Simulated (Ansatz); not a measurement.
α-phase B, treated with LDA (plane waves, PAW; Ansatz, a program for electronic structure).

Run with plane-wave cutoff 520 eV, 8×8×8 k mesh, scalar-relativistic PAW data made under PBE.

Cell (relaxed at this level):

```cif
data_B12
_chemical_formula_sum 'B12'
_space_group_name_H-M_alt 'P 1'
_space_group_IT_number 1
_cell_length_a 4.98775
_cell_length_b 4.98775
_cell_length_c 4.98775
_cell_angle_alpha 58.061
_cell_angle_beta 58.061
_cell_angle_gamma 58.061
loop_
_space_group_symop_operation_xyz
  'x, y, z'
loop_
_atom_site_label
_atom_site_type_symbol
_atom_site_fract_x
_atom_site_fract_y
_atom_site_fract_z
_atom_site_occupancy
B1 B 0.01047 0.65432 0.01047 1
B2 B 0.01047 0.01047 0.65432 1
B3 B 0.65432 0.01047 0.01047 1
B4 B 0.98953 0.34568 0.98953 1
B5 B 0.98953 0.98953 0.34568 1
B6 B 0.34568 0.98953 0.98953 1
B7 B 0.22147 0.63001 0.22147 1
B8 B 0.22147 0.22147 0.63001 1
B9 B 0.63001 0.22147 0.22147 1
B10 B 0.77853 0.36999 0.77853 1
B11 B 0.77853 0.77853 0.36999 1
B12 B 0.36999 0.77853 0.77853 1
```

What does this level give for the Voigt–Reuss–Hill bulk modulus, Voigt–Reuss–Hill shear modulus (Hill average), Young modulus and Poisson ratio?


- Voigt–Reuss–Hill bulk modulus: 226 GPa
- Voigt–Reuss–Hill shear modulus (Hill average): 211 GPa
- Young modulus: 484 GPa
- Poisson ratio: 0.144

Elastic constants are with the ions relaxed.

The computed numbers hold no vibrational or temperature effects.
